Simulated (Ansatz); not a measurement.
C2H5NO can be A, `CNC=O`, or B, `CC(N)=O`.

Program: Ansatz. Geometries: PBE0-D4/def2-TZVP. ΔE: electronic, gas phase. CCSD(T)/CBS is the MP2 limit (def2-TZVPP, def2-QZVPP) plus CCSD(T) − MP2 in def2-TZVPP, frozen cores. Functionals use def2-TZVPP. One conformer a species, not always the lowest.

(1) Which isomer does CCSD(T)/CBS put lower? Give the gap. (Estimate.)

(2) Give E(B) − E(A) in kcal/mol with CCSD(T)/def2-TZVPP, ωB97M-V, CCSD/def2-TZVPP, r2SCAN-D4, LDA (SPW92), PBE0-D4, MP2/def2-TZVPP. (An estimate is asked.)

(3) Does the order hold for the free energy at 298.15 K (harmonic terms from PBE0-D4)? (An estimate is asked.)

Largest T1 diagnostic: 0.015.

## Answers

(1) The calculation gave: B, by 10.9 kcal/mol.

(2) Computed: CCSD(T)/def2-TZVPP -10.5, ωB97M-V -11.3, CCSD/def2-TZVPP -10.8, r2SCAN-D4 -11.1, LDA (SPW92) -10.2, PBE0-D4 -10.8, MP2/def2-TZVPP -10.8. None reverses the order clearly.

(3) The calculation gave: Yes: G(B) − G(A) = -12.1 kcal/mol, for one conformer each. Modes under 60 cm⁻¹, often nearly free rotors, make the harmonic entropy too high.

From BLYP to BHLYP (50 % exact exchange), in def2-TZVPP and without D4, E(B) − E(A) moves by −1.5 kcal/mol. Leaving LDA and LC-ωPBE aside and taking each functional with its dispersion term where it has one, the values, not all of them listed here, spread over 2.1 kcal/mol, from r2SCAN0-D4 to BLYP-D4.
